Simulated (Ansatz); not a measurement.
# Trigonal Se

All values below come from r²SCAN+rVV10 (Ansatz, a quantum-chemistry and plane-wave program, PAW).

Run with plane-wave cutoff 500 eV, 12×12×6 k mesh (along the axes of the cell as run), gaussian smearing 0.02 eV, scalar-relativistic PAW data made under PBE.

Cell (relaxed at this level):

```cif
data_Se3
_chemical_formula_sum 'Se3'
_space_group_name_H-M_alt 'P 1'
_space_group_IT_number 1
_cell_length_a 4.29486
_cell_length_b 4.29486
_cell_length_c 5.03759
_cell_angle_alpha 90.000
_cell_angle_beta 90.000
_cell_angle_gamma 120.000
loop_
_space_group_symop_operation_xyz
  'x, y, z'
loop_
_atom_site_label
_atom_site_type_symbol
_atom_site_fract_x
_atom_site_fract_y
_atom_site_fract_z
_atom_site_occupancy
Se1 Se 0.00000 0.22851 0.66667 1
Se2 Se 0.77149 0.77149 0.00000 1
Se3 Se 0.22851 0.00000 0.33333 1
```

```yaml
band_gap: 1.06 eV (on the SCF k mesh)
```

Spin–orbit coupling is not included.

Computed values are for the static lattice.

The result took around 110 core-seconds (rough).
